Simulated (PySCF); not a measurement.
From one molecule to another.

First species: C6H8.
InChI=1S/C6H8/c1-2-3-6-4-5-6/h1,6H,3-5H2

Second species: 1-hexen-3-yne, C₆H₈.
Numbering: `[CH2:1]=[CH:2][C:3]#[C:4][CH2:5][CH3:6]` (hydrogens: H7, H8 on C1; H9 on C2; H10, H11 on C5; H12, H13, H14 on C6)

Levels: PBE0/def2-SVPD for dipole moment, HOMO energy, LUMO energy, HOMO–LUMO gap, static isotropic polarisability and electronic spatial extent ⟨r²⟩ about the centre of nuclear charge; TDDFT PBE0/def2-SVPD for lowest singlet excitation; TDA PBE0/def2-SVPD for lowest triplet excitation (Tamm–Dancoff); GFN2-xTB for rotational constant A and rotational constant C. Geometries: GFN2-xTB. Each structure is a single optimised conformer of the isolated species, non-relativistic unless stated; the electronic structure was computed with PySCF and density fitting.

Dipoles, sizes and rotational constants follow the conformer. The torsions of the flexible species, by atom-mapped SMILES:
- `[CH:1]#[C:2][CH2:3][CH:4]1[CH2:5][CH2:6]1`: C2–C3–C4–C5 85°

Task: Which has the higher rotational constant C?

Result: The first: 1.836 GHz against 1.331 GHz, a difference of 0.505 GHz.

Task: Which has the higher rotational constant A?

Result: The second: 12.043 GHz against 10.725 GHz, a difference of 1.318 GHz.

Task: Which has the higher T1 energy?

Result: The first: 5.46 eV against 3.39 eV, a difference of 2.07 eV.

Task: Which of the two has the higher static isotropic polarisability, and by how much?

Result: The second: 76.8 au against 66.9 au, a difference of 9.9 au.

Task: Which of the two has the higher ⟨r²⟩, and by how much?

Result: The second: 898 bohr² against 681 bohr², a difference of 217 bohr².

Task: Which has the higher dipole moment?

Result: The first: 0.79 D against 0.67 D, a difference of 0.12 D.

Task: Which has the higher S1 energy?

Result: The first: 6.74 eV against 5.16 eV, a difference of 1.58 eV.

Task: Which of the two has the higher LUMO energy, and by how much?

Result: The first: 0.83 eV against -0.65 eV, a difference of 1.48 eV.

On the first: The vertical singlet–triplet gap S1 − T1 is 1.28 eV (TDDFT singlet less Tamm–Dancoff triplet).

On the second: S1 lies 0.91 eV below the HOMO–LUMO gap; its leading configuration is HOMO−1→LUMO, weight 0.98. The 6 singlets span 5.16 to 7.26 eV, and their oscillator strengths add up to 0.39.
